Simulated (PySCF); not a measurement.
**Si2NH7: NMR shifts, electronic excitations and K edges in gas and solvents**

Aim: compute the NMR shifts, electronic excitations and K edges of Si2NH7 (`N[SiH2][SiH3]`), and see what a dielectric continuum does where one was used.

Programs: PySCF 2.14.0, with density-fitted response routines of our own. Each step states its level of theory. These are calculated values for one molecule, in the gas phase or a continuum, unless marked as measured. Atoms count from 0, in the outputs and in this text.

**1. The molecule as given**

10 atoms, charge 0, multiplicity 1; geometry from: GFN2-xTB. The atoms were then displaced at random by about 0.01 Å, so the start is not that level's minimum.

Bonds of the start (Å): N0–Si1 1.73, Si1–Si2 2.31, N0–H3 1.02, N0–H4 1.03, Si1–H5 1.48, Si1–H6 1.47, Si2–H7 1.44, Si2–H8 1.46, Si2–H9 1.48.

**2. Geometry optimisation at PBE0-D3(BJ)/def2-SVP**

The job: settings as JSON, then the geometry in Å.

```
{"job": {"xc": "PBE0", "basis": "def2-SVP", "d3": "d3bj", "grid": 1, "shake": 0.01, "kind": "geom"}, "charge": 0, "multiplicity": 1}
N      1.639660     0.620380     0.413960
Si     0.545280    -0.662270     0.031490
Si    -1.602240     0.081190     0.467480
H      2.646990     0.489550     0.377400
H      1.414280     1.559440     0.043260
H      0.692100    -1.145330    -1.356130
H      1.051470    -1.747280     0.887790
H     -2.563550    -0.930090     0.127660
H     -1.950030     1.285330    -0.274760
H     -1.823530     0.428160     1.889560
```

Command:

```bash
OMP_NUM_THREADS=1 python probes_run.py task.json out
```

One launch serves the whole session: the jobs run in the order shown.

Standard output:

```text
step   0  E = -637.41353869  max force = 0.029499
step   1  E = -637.41936952  max force = 0.002450
step   2  E = -637.41954552  max force = 0.001337
step   3  E = -637.41959384  max force = 0.001030
step   4  E = -637.41961649  max force = 0.000859
step   5  E = -637.41963243  max force = 0.000578
step   6  E = -637.41963639  max force = 0.000164
optimisation converged
```

Wall time 38 s (1 thread of Intel Xeon at 2.50GHz, shared host); peak memory 0.37 GiB.

Step by step:

| step | energy from step 0 (eV) | largest force component (eV/Å) |
| --- | --- | --- |
| 0 | 0.0000 | 1.5169 |
| 1 | -0.1587 | 0.1260 |
| 2 | -0.1635 | 0.0688 |
| 3 | -0.1648 | 0.0530 |
| 4 | -0.1654 | 0.0442 |
| 5 | -0.1658 | 0.0297 |
| 6 | -0.1659 | 0.0084 |

Distances of close pairs at the start and the end, largest changes first:

| bond | before (Å) | after (Å) | change (Å) |
| --- | --- | --- | --- |
| Si2–H7 | 1.436 | 1.497 | +0.061 |
| Si2–H8 | 1.457 | 1.498 | +0.042 |
| Si1–Si2 | 2.314 | 2.345 | +0.031 |
| Si1–H5 | 1.477 | 1.506 | +0.029 |
| Si1–H6 | 1.472 | 1.496 | +0.024 |
| N0–H4 | 1.034 | 1.014 | -0.020 |
| Si2–H9 | 1.480 | 1.496 | +0.015 |
| N0–Si1 | 1.729 | 1.737 | +0.008 |

The next job starts from the end point, and lists it.

| at the end point | value |
| --- | --- |
| point group (found at 0.08 Å tolerance) | C1 |
| rotational constants (GHz, main isotopes) | 13.985, 3.346, 2.897 |
| dipole moment (D) | 1.58 |

**3. NMR shieldings: PBE0/pcSseg-1 in dichloromethane**

The job: settings as JSON, then the geometry in Å.

```
{"job": {"kind": "nmr", "xc": "PBE0", "basis": "pcSseg-1", "solvent": "dichloromethane", "pop": true}, "charge": 0, "multiplicity": 1}
N      1.647538     0.691116     0.393552
Si     0.588104    -0.640980     0.045890
Si    -1.606286     0.066445     0.474184
H      2.646832     0.525088     0.451119
H      1.464682     1.590858    -0.037157
H      0.635766    -1.187260    -1.356524
H      0.965467    -1.768056     0.953892
H     -2.591863    -0.991825     0.088361
H     -1.906820     1.296581    -0.326946
H     -1.792351     0.395869     1.921137
```

Level: GIAO PBE0/pcSseg-1 NMR shielding, non-relativistic, IEF-PCM dichloromethane.

Standard output:

```text
coarse grid: 8656 points
cycle   1  E = -637.5740174601  dE = -1.553e-01  |g| = 3.808e-01  |ddm| = 2.655e+00
cycle   2  E = -637.5464112234  dE =  2.761e-02  |g| = 5.210e-01  |ddm| = 7.710e-01
cycle   3  E = -637.6045922323  dE = -5.818e-02  |g| = 2.929e-02  |ddm| = 4.855e-01
cycle   4  E = -637.6047803911  dE = -1.882e-04  |g| = 3.718e-03  |ddm| = 3.049e-02
cycle   5  E = -637.6047827381  dE = -2.347e-06  |g| = 5.345e-04  |ddm| = 5.562e-03
final grid: 72448 points
cycle   6  E = -637.6175317264  dE = -8.101e-06  |g| = 5.175e-03  |ddm| = 1.067e-02
cycle   7  E = -637.6175264217  dE =  5.305e-06  |g| = 7.214e-03  |ddm| = 9.984e-03
cycle   8  E = -637.6175371012  dE = -1.068e-05  |g| = 3.259e-04  |ddm| = 5.619e-03
cycle   9  E = -637.6175371180  dE = -1.675e-08  |g| = 5.820e-05  |ddm| = 3.568e-04
cycle  10  E = -637.6175371189  dE = -9.210e-10  |g| = 1.368e-05  |ddm| = 9.762e-05
converged SCF energy = -637.6175371189

GIAO shielding tensors (ppm)
atom      isotropic    diamagn.    paramagn.     s11        s22        s33       span
  0 N      268.880     317.770     -48.890    231.484    265.534    309.623     78.140
  1 Si     400.874     879.032    -478.158    349.950    376.427    476.246    126.296
  2 Si     459.251     880.105    -420.854    450.338    458.613    468.802     18.464
  3 H       30.848      29.010       1.838     22.768     26.310     43.466     20.699
  4 H       31.161      31.155       0.006     23.233     27.883     42.367     19.134
  5 H       26.297      29.088      -2.791     22.430     24.875     31.587      9.158
  6 H       26.444      28.792      -2.348     23.674     24.874     30.784      7.110
  7 H       27.931      28.684      -0.753     25.088     25.409     33.295      8.207
  8 H       27.780      29.239      -1.459     24.875     25.915     32.551      7.676
  9 H       27.787      28.779      -0.991     24.835     25.580     32.947      8.112
```

It took 16 s on 1 thread of Intel Xeon at 2.50GHz, shared host; peak memory 0.51 GiB.

The references, computed at this level on geometries of the same kind, shield at (ppm): 1H TMS 31.24, 29Si TMS 351.8, 15N NH3 268.2. Their shielding less the atom's gives the shift. The references are single molecules in the same continuum, so shifts against H2O, NH3, PH3, H3PO4 or CFCl3 are not on the usual liquid scales and can be off by tens of ppm. Atoms listed in one row are averaged.

| atoms | environment | σ (ppm) | δ (ppm) |
| --- | --- | --- | --- |
| H5, H6 | hydrogen on a silicon bonded to N, Si | 26.37 | 4.87 |
| H7, H8, H9 | hydrogen on a silicon bonded to Si | 27.83 | 3.41 |
| H3, H4 | hydrogen on a nitrogen bonded to Si | 31.00 | 0.24 |
| N0 | nitrogen bonded to Si, 2 H | 268.9 | -0.7 |
| Si1 | silicon bonded to N, Si, 2 H | 400.9 | -49.1 |
| Si2 | silicon bonded to Si, 3 H | 459.3 | -107.4 |

Charges from the same density, by scheme (e):

| atoms | Mulliken | IAO | Hirshfeld | ESP fit |
| --- | --- | --- | --- | --- |
| N0 | -0.66 | -0.84 | -0.32 | -1.08 |
| Si1 | 0.48 | 0.61 | 0.28 | 0.63 |
| Si2 | 0.16 | 0.25 | 0.20 | 0.07 |

Mayer bond orders: N0–Si1 1.04, Si1–Si2 0.92.

**4. NMR shieldings: PBE0/pcSseg-1 in water**

Same as in step 3 but for these lines:

```diff
@@ -1,2 +1,2 @@
-{"job": {"kind": "nmr", "xc": "PBE0", "basis": "pcSseg-1", "solvent": "dichloromethane", "pop": true}, "charge": 0, "multiplicity": 1}
+{"job": {"kind": "nmr", "xc": "PBE0", "basis": "pcSseg-1", "solvent": "water", "pop": false}, "charge": 0, "multiplicity": 1}
 N      1.647538     0.691116     0.393552
```

Method: GIAO PBE0/pcSseg-1 NMR shielding, non-relativistic, IEF-PCM water.

Standard output:

```text
coarse grid: 8656 points
cycle   1  E = -637.5750123958  dE = -1.562e-01  |g| = 3.796e-01  |ddm| = 2.655e+00
cycle   2  E = -637.5478939279  dE =  2.712e-02  |g| = 5.184e-01  |ddm| = 7.700e-01
cycle   3  E = -637.6054211975  dE = -5.753e-02  |g| = 2.862e-02  |ddm| = 4.803e-01
cycle   4  E = -637.6055989989  dE = -1.778e-04  |g| = 3.663e-03  |ddm| = 2.963e-02
cycle   5  E = -637.6056012943  dE = -2.295e-06  |g| = 5.176e-04  |ddm| = 5.803e-03
final grid: 72448 points
cycle   6  E = -637.6183451828  dE = -8.086e-06  |g| = 5.172e-03  |ddm| = 1.066e-02
cycle   7  E = -637.6183399324  dE =  5.250e-06  |g| = 7.201e-03  |ddm| = 9.978e-03
cycle   8  E = -637.6183505511  dE = -1.062e-05  |g| = 3.207e-04  |ddm| = 5.575e-03
cycle   9  E = -637.6183505669  dE = -1.580e-08  |g| = 5.696e-05  |ddm| = 3.484e-04
cycle  10  E = -637.6183505678  dE = -8.797e-10  |g| = 1.355e-05  |ddm| = 9.788e-05
converged SCF energy = -637.6183505678

GIAO shielding tensors (ppm)
atom      isotropic    diamagn.    paramagn.     s11        s22        s33       span
  0 N      269.161     317.912     -48.751    231.914    265.935    309.634     77.720
  1 Si     400.803     879.015    -478.212    349.959    376.289    476.162    126.203
  2 Si     459.183     880.110    -420.928    450.474    458.246    468.828     18.354
  3 H       30.770      28.945       1.825     22.688     26.178     43.443     20.755
  4 H       31.067      31.092      -0.026     23.130     27.733     42.336     19.206
  5 H       26.309      29.103      -2.794     22.443     24.883     31.602      9.160
  6 H       26.455      28.809      -2.354     23.689     24.885     30.790      7.102
  7 H       27.937      28.699      -0.762     25.098     25.419     33.295      8.197
  8 H       27.770      29.238      -1.467     24.865     25.902     32.544      7.679
  9 H       27.810      28.807      -0.997     24.869     25.607     32.954      8.085
```

Run time: 12 s. Hardware: 1 thread of Intel Xeon at 2.50GHz, shared host; peak memory 0.51 GiB.

This run: δ N0 -0.6, Si1 -49.0, Si2 -107.4, H5 4.86, H7 3.40 ppm (means over like atoms).

**5. Ultraviolet spectrum: B3LYP/def2-SVPD**

Same as in step 4 but for these lines:

```diff
@@ -1,2 +1,2 @@
-{"job": {"kind": "nmr", "xc": "PBE0", "basis": "pcSseg-1", "solvent": "water", "pop": false}, "charge": 0, "multiplicity": 1}
+{"job": {"kind": "uv", "xc": "B3LYP", "basis": "def2-SVPD", "dynamic": true, "nstates": 6, "ntriplets": 0}, "charge": 0, "multiplicity": 1}
 N      1.647538     0.691116     0.393552
```

Method: TDDFT B3LYP/def2-SVPD, vertical, gas phase, core orbitals frozen in the response.

Standard output:

```text
coarse grid: 8656 points
cycle   1  E = -637.6709712481  dE = -1.525e-01  |g| = 4.182e-01  |ddm| = 3.323e+00
cycle   2  E = -637.6131071696  dE =  5.786e-02  |g| = 6.500e-01  |ddm| = 1.268e+00
cycle   3  E = -637.7096534422  dE = -9.655e-02  |g| = 4.006e-02  |ddm| = 7.158e-01
cycle   4  E = -637.7101437179  dE = -4.903e-04  |g| = 7.380e-03  |ddm| = 7.934e-02
cycle   5  E = -637.7101642402  dE = -2.052e-05  |g| = 2.233e-03  |ddm| = 1.997e-02
cycle   6  E = -637.7101661706  dE = -1.930e-06  |g| = 3.306e-04  |ddm| = 4.498e-03
final grid: 72448 points
cycle   7  E = -637.7870828182  dE = -7.256e-06  |g| = 3.263e-03  |ddm| = 2.847e-02
cycle   8  E = -637.7870791149  dE =  3.703e-06  |g| = 5.246e-03  |ddm| = 7.993e-03
cycle   9  E = -637.7870851714  dE = -6.056e-06  |g| = 1.409e-04  |ddm| = 5.484e-03
cycle  10  E = -637.7870851779  dE = -6.583e-09  |g| = 4.983e-05  |ddm| = 3.611e-04
cycle  11  E = -637.7870851789  dE = -9.270e-10  |g| = 9.093e-06  |ddm| = 9.822e-05
converged SCF energy = -637.7870851789

Static polarisability (au): isotropic 69.407, principal 61.604 66.006 80.610

Singlet excitations
state   eV       nm        f      main configurations
  1   5.6983    217.6   0.00639   H->L 0.99
  2   6.6054    187.7   0.01793   H->L+1 0.82, H->L+2 0.10
  3   6.7013    185.0   0.00801   H->L+2 0.83, H->L+1 0.11
  4   6.8679    180.5   0.01467   H-1->L 0.72, H->L+3 0.21
  5   6.9047    179.6   0.09956   H->L+3 0.71, H-1->L 0.20
  6   7.4101    167.3   0.00254   H->L+4 0.91
```

It took 18 s on 1 thread of Intel Xeon at 2.50GHz, shared host; peak memory 0.56 GiB.

The orbitals next to the gap, with their largest atomic shares:

| orbital | eV | atoms |
| --- | --- | --- |
| HOMO−3 | -9.46 | Si2 42 %, H7 33 %, H8 13 % |
| HOMO−2 | -9.20 | Si2 26 %, H9 19 %, Si1 17 % |
| HOMO−1 | -8.15 | Si1 29 %, Si2 27 %, N0 18 % |
| HOMO | -7.16 | N0 50 %, Si1 17 %, H5 11 % |
| LUMO | -0.37 | Si1 29 %, Si2 18 %, N0 13 % |
| LUMO+1 | 0.34 | Si2 39 %, Si1 20 %, H9 15 % |
| LUMO+2 | 0.41 | Si2 36 %, Si1 25 %, H8 11 % |

With each of the 6 states as a Gaussian band of 0.4 eV half-width at 1/e, the curve within the window shown has maxima at 217 nm (ε 260), 181 nm (ε 5,400) L/(mol cm). Beyond the last state computed it falls off for lack of states. The curve at chosen wavelengths:

```json
{"nm": "161", "ε (L/mol/cm)": "137"}
{"nm": "164", "ε (L/mol/cm)": "376"}
{"nm": "168", "ε (L/mol/cm)": "1178"}
{"nm": "171", "ε (L/mol/cm)": "2257"}
{"nm": "174", "ε (L/mol/cm)": "3581"}
{"nm": "177", "ε (L/mol/cm)": "4744"}
{"nm": "181", "ε (L/mol/cm)": "5351"}
{"nm": "184", "ε (L/mol/cm)": "4950"}
{"nm": "187", "ε (L/mol/cm)": "4043"}
{"nm": "191", "ε (L/mol/cm)": "2616"}
{"nm": "194", "ε (L/mol/cm)": "1703"}
{"nm": "197", "ε (L/mol/cm)": "1039"}
{"nm": "200", "ε (L/mol/cm)": "616"}
{"nm": "204", "ε (L/mol/cm)": "337"}
{"nm": "207", "ε (L/mol/cm)": "262"}
{"nm": "210", "ε (L/mol/cm)": "248"}
{"nm": "213", "ε (L/mol/cm)": "256"}
{"nm": "217", "ε (L/mol/cm)": "265"}
{"nm": "220", "ε (L/mol/cm)": "256"}
{"nm": "223", "ε (L/mol/cm)": "232"}
{"nm": "227", "ε (L/mol/cm)": "185"}
{"nm": "230", "ε (L/mol/cm)": "146"}
{"nm": "233", "ε (L/mol/cm)": "109"}
{"nm": "236", "ε (L/mol/cm)": "77"}
{"nm": "240", "ε (L/mol/cm)": "45"}
{"nm": "243", "ε (L/mol/cm)": "29"}
```

Further results of this job:

| property | computed |
| --- | --- |
| dipole moment (D) | 1.38 |
| polarisability (Å³) | 10.29 |
| HOMO–LUMO gap (eV) | 6.79 |
| −ε(HOMO) (eV) | 7.16 |
| C6 with itself (au) | 1594 |

**6. TDDFT and polarisability: B3LYP/def2-SVPD in dichloromethane**

Same as in step 5 but for these lines:

```diff
@@ -1,2 +1,2 @@
-{"job": {"kind": "uv", "xc": "B3LYP", "basis": "def2-SVPD", "dynamic": true, "nstates": 6, "ntriplets": 0}, "charge": 0, "multiplicity": 1}
+{"job": {"kind": "uv", "xc": "B3LYP", "basis": "def2-SVPD", "solvent": "dichloromethane", "nstates": 6, "ntriplets": 0}, "charge": 0, "multiplicity": 1}
 N      1.647538     0.691116     0.393552
```

Level: TDDFT B3LYP/def2-SVPD, vertical, IEF-PCM dichloromethane (non-equilibrium linear response), core orbitals frozen in the response.

Standard output:

```text
coarse grid: 8656 points
cycle   1  E = -637.6765365416  dE = -1.577e-01  |g| = 4.110e-01  |ddm| = 3.326e+00
cycle   2  E = -637.6223827776  dE =  5.415e-02  |g| = 6.330e-01  |ddm| = 1.688e+00
cycle   3  E = -637.7137929268  dE = -9.141e-02  |g| = 3.402e-02  |ddm| = 9.363e-01
cycle   4  E = -637.7141129538  dE = -3.200e-04  |g| = 5.012e-03  |ddm| = 7.763e-02
cycle   5  E = -637.7141207401  dE = -7.786e-06  |g| = 1.605e-03  |ddm| = 1.630e-02
final grid: 72448 points
cycle   6  E = -637.7910149321  dE = -8.082e-06  |g| = 3.405e-03  |ddm| = 2.938e-02
cycle   7  E = -637.7910123423  dE =  2.590e-06  |g| = 4.933e-03  |ddm| = 1.127e-02
cycle   8  E = -637.7910179743  dE = -5.632e-06  |g| = 4.907e-04  |ddm| = 6.878e-03
cycle   9  E = -637.7910180500  dE = -7.568e-08  |g| = 3.411e-05  |ddm| = 8.852e-04
cycle  10  E = -637.7910180503  dE = -3.388e-10  |g| = 8.120e-06  |ddm| = 7.920e-05
converged SCF energy = -637.7910180503

Static polarisability (au): isotropic 90.732, principal 82.427 87.480 102.289

Singlet excitations
state   eV       nm        f      main configurations
  1   5.7600    215.3   0.00768   H->L 0.98
  2   6.5503    189.3   0.03598   H->L+1 0.82, H->L+2 0.12
  3   6.6571    186.2   0.01221   H->L+2 0.85, H->L+1 0.11
  4   6.8184    181.8   0.09418   H->L+3 0.92
  5   6.9429    178.6   0.08047   H-1->L 0.95
  6   7.3525    168.6   0.00512   H->L+4 0.93
```

Wall time 14 s (1 thread of Intel Xeon at 2.50GHz, shared host); peak memory 0.58 GiB.

Key values: HOMO -7.05 eV, LUMO -0.18 eV; lowest singlet 5.76 eV.

**7. TDDFT and polarisability: B3LYP/def2-SVPD in water**

Same as in step 6 but for these lines:

```diff
@@ -1,2 +1,2 @@
-{"job": {"kind": "uv", "xc": "B3LYP", "basis": "def2-SVPD", "solvent": "dichloromethane", "nstates": 6, "ntriplets": 0}, "charge": 0, "multiplicity": 1}
+{"job": {"kind": "uv", "xc": "B3LYP", "basis": "def2-SVPD", "solvent": "water", "nstates": 6, "ntriplets": 0}, "charge": 0, "multiplicity": 1}
 N      1.647538     0.691116     0.393552
```

Method: TDDFT B3LYP/def2-SVPD, vertical, IEF-PCM water (non-equilibrium linear response), core orbitals frozen in the response.

Standard output:

```text
coarse grid: 8656 points
cycle   1  E = -637.6775333313  dE = -1.586e-01  |g| = 4.099e-01  |ddm| = 3.327e+00
cycle   2  E = -637.6239992217  dE =  5.353e-02  |g| = 6.304e-01  |ddm| = 1.787e+00
cycle   3  E = -637.7145970867  dE = -9.060e-02  |g| = 3.325e-02  |ddm| = 9.887e-01
cycle   4  E = -637.7148999582  dE = -3.029e-04  |g| = 4.790e-03  |ddm| = 8.177e-02
cycle   5  E = -637.7149069938  dE = -7.036e-06  |g| = 1.537e-03  |ddm| = 1.692e-02
final grid: 72448 points
cycle   6  E = -637.7917971636  dE = -8.088e-06  |g| = 3.361e-03  |ddm| = 2.962e-02
cycle   7  E = -637.7917946038  dE =  2.560e-06  |g| = 4.892e-03  |ddm| = 1.156e-02
cycle   8  E = -637.7918001015  dE = -5.498e-06  |g| = 4.678e-04  |ddm| = 7.113e-03
cycle   9  E = -637.7918001709  dE = -6.942e-08  |g| = 3.429e-05  |ddm| = 8.697e-04
cycle  10  E = -637.7918001713  dE = -3.487e-10  |g| = 7.928e-06  |ddm| = 8.076e-05
converged SCF energy = -637.7918001713

Static polarisability (au): isotropic 95.676, principal 87.670 92.727 106.631

Singlet excitations
state   eV       nm        f      main configurations
  1   5.7782    214.6   0.00726   H->L 0.98
  2   6.5519    189.2   0.03307   H->L+1 0.82, H->L+2 0.11
  3   6.6585    186.2   0.01167   H->L+2 0.86, H->L+1 0.10
  4   6.8167    181.9   0.08704   H->L+3 0.92
  5   6.9639    178.0   0.07686   H-1->L 0.95
  6   7.3478    168.7   0.00501   H->L+4 0.93
```

Wall time 16 s (1 thread of Intel Xeon at 2.50GHz, shared host); peak memory 0.58 GiB.

In short: HOMO -7.04 eV, LUMO -0.16 eV; lowest singlet 5.78 eV.

**8. Core excitations: BHandHLYP/def2-SVPD+aug-pcX-1+pcseg-1**

Same as in step 7 but for these lines:

```diff
@@ -1,2 +1,2 @@
-{"job": {"kind": "uv", "xc": "B3LYP", "basis": "def2-SVPD", "solvent": "water", "nstates": 6, "ntriplets": 0}, "charge": 0, "multiplicity": 1}
+{"job": {"kind": "xas", "xc": "BHandHLYP", "basis": {"default": "aug-pcX-1", "H": "pcseg-1", "Si": "def2-SVPD"}}, "charge": 0, "multiplicity": 1}
 N      1.647538     0.691116     0.393552
```

Method: core-valence-separated TDA BHandHLYP/aug-pcX-1 H:pcseg-1 Si:def2-SVPD, K edges, non-relativistic, gas phase.

Standard output:

```text
coarse grid: 8656 points
cycle   1  E = -637.6522964833  dE = -2.081e-01  |g| = 3.308e-01  |ddm| = 2.752e+00
cycle   2  E = -637.6573568978  dE = -5.060e-03  |g| = 3.284e-01  |ddm| = 5.657e-01
cycle   3  E = -637.6794928153  dE = -2.214e-02  |g| = 3.432e-02  |ddm| = 2.651e-01
cycle   4  E = -637.6798011786  dE = -3.084e-04  |g| = 5.901e-03  |ddm| = 4.327e-02
cycle   5  E = -637.6798125765  dE = -1.140e-05  |g| = 1.130e-03  |ddm| = 1.251e-02
cycle   6  E = -637.6798130773  dE = -5.009e-07  |g| = 2.830e-04  |ddm| = 1.931e-03
final grid: 72448 points
cycle   7  E = -637.7325649261  dE = -9.070e-06  |g| = 1.808e-03  |ddm| = 1.157e-02
cycle   8  E = -637.7325648230  dE =  1.031e-07  |g| = 2.025e-03  |ddm| = 2.659e-03
cycle   9  E = -637.7325656316  dE = -8.086e-07  |g| = 7.134e-05  |ddm| = 1.477e-03
cycle  10  E = -637.7325656345  dE = -2.915e-09  |g| = 2.542e-05  |ddm| = 1.805e-04
cycle  11  E = -637.7325656348  dE = -3.164e-10  |g| = 7.116e-06  |ddm| = 5.805e-05
converged SCF energy = -637.7325656348

N K edge
   eV          f      from atoms
  398.815   0.00441   N0
  400.041   0.03347   N0
  400.225   0.03254   N0
  400.837   0.01567   N0
  401.007   0.00338   N0
  401.270   0.00118   N0
  401.565   0.00383   N0
  401.938   0.00124   N0
```

It took 5.8 s on 1 thread of Intel Xeon at 2.50GHz, shared host; peak memory 0.52 GiB.

**9. Run by run: NMR shifts**

Shifts (ppm), means over like atoms, with basis size and wall time:

| run | H5 | H7 | H3 | N0 | Si1 | Si2 | functions | time |
| --- | --- | --- | --- | --- | --- | --- | --- | --- |
| PBE0/pcSseg-1 in dichloromethane | 4.87 | 3.41 | 0.24 | -0.7 | -49.1 | -107.4 | 100 | 16 s |
| PBE0/pcSseg-1 in water | 4.86 | 3.40 | 0.32 | -0.6 | -49.0 | -107.4 | 100 | 12 s |

The continuum's effect on the ground state:

| solvent | ε | polarisation energy (Eh) | μ (D) |
| --- | --- | --- | --- |
| dichloromethane | 8.93 | -0.0045 | 1.81 |
| water | 78.36 | -0.0055 | 1.87 |

**10. Comparing the runs: electronic excitations**

Excitations and ground-state properties, with basis size and wall time:

| run | lowest singlet (eV) | brightest (eV) | f | gap (eV) | α (Å³) | μ (D) | functions | time |
| --- | --- | --- | --- | --- | --- | --- | --- | --- |
| B3LYP/def2-SVPD | 5.70 | 6.90 | 0.100 | 6.79 | 10.29 | 1.38 | 124 | 18 s |
| B3LYP/def2-SVPD in dichloromethane | 5.76 | 6.82 | 0.094 | 6.86 | 13.45 | 1.74 | 124 | 14 s |
| B3LYP/def2-SVPD in water | 5.78 | 6.82 | 0.087 | 6.88 | 14.18 | 1.82 | 124 | 16 s |

The continuum's effect on the ground state:

| solvent | ε | polarisation energy (Eh) | μ (D) |
| --- | --- | --- | --- |
| dichloromethane | 8.93 | -0.0044 | 1.74 |
| water | 78.36 | -0.0053 | 1.82 |

**11. Outcome**

| quantity | value |
| --- | --- |
| point group | C1 |
| rotational constants (main isotopes) | 13.98, 3.35, 2.90 GHz |
| 1H shifts against TMS (PBE0/pcSseg-1, dichloromethane, means over atoms taken as alike) | 4.87, 3.41, 0.24 ppm |
| 15N shifts against NH3 (PBE0/pcSseg-1, dichloromethane) | -0.7 ppm |
| 29Si shifts against TMS (PBE0/pcSseg-1, dichloromethane) | -49.1, -107.4 ppm |
| lowest singlet (B3LYP/def2-SVPD) | 5.70 eV (218 nm), f = 0.006 |
| brightest single state of those computed | state 5, 6.90 eV, f = 0.100 |
| N K edge | first line 398.81 eV, strongest 400.04 eV (f = 0.033) |
| range of the shift of N0 | -0.7 to -0.6 ppm |
| range of the lowest singlet | 5.70 to 5.78 eV |

The start of the PBE0/def2-SVP relaxation was shaken at random by about 0.01 Å, so part of the energy gained, and of the first lengths quoted, undoes that. The optimisation took 6 steps and gained 0.166 eV; among the close pairs (by a distance rule), Si2–H7 changed most, from 1.436 to 1.497 Å. No frequency check was run at this level, so the end point may be a saddle. At PBE0/pcSseg-1: The widest tensor belongs to Si1: span 126 ppm, with a paramagnetic part of -478 ppm. At the N edge the strongest single line lifts a 1s electron of N0 into several orbitals, led by LUMO+5 (weight 0.28), 1.2 eV above the first line. Absolute edge energies from this method are off by several eV; spacings are better. In ppm, N0 moves most: its shift spreads over 0.1 ppm, from -0.7 (PBE0/pcSseg-1 in dichloromethane) to -0.6 (PBE0/pcSseg-1 in water). Each shift counts from a reference computed in the same medium, and that reference moves with the solvent too, so shifts and shieldings show the solvent's effect differently. The lowest singlet runs from 5.70 eV (B3LYP/def2-SVPD) to 5.78 eV (B3LYP/def2-SVPD in water), while the orbital gap spans 6.79 to 6.88 eV. The lowest state need not be the same one in every run.
